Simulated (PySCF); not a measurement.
isobutane (C4H10), SMILES CC(C)C. Geometry: B3LYP-D3(BJ)/def2-SVP.

Calculation: B3LYP-D3(BJ)/def2-SVP (PySCF).

Harmonic wavenumbers (cm⁻¹): 220, 268, 268, 369, 369, 436, 807, 923, 923, 951, 977, 977, 1190, 1190, 1200, 1349, 1349, 1390, 1390, 1412, 1455, 1460, 1460, 1481, 1481, 1486, 3006, 3015, 3015, 3021, 3091, 3091, 3099, 3102, 3105, 3105. Rotational constants (GHz): 7.744, 7.744, 4.487; symmetry number 3.

Task: Work out the zero-point energy and the ideal-gas rigid-rotor harmonic-oscillator thermochemistry at 298.15 K and 1 atm.

Result: ZPE = ½ Σ hcν = ½ × 57432 cm⁻¹ = 343.52 kJ/mol. H − E(el) = 360.89 kJ/mol. Entropy in J/(mol K): translation 159.41, rotation 93.77, vibration 38.80, total 291.98. G − E(el) = 273.83 kJ/mol. Cp = 92.92 J/(mol K).
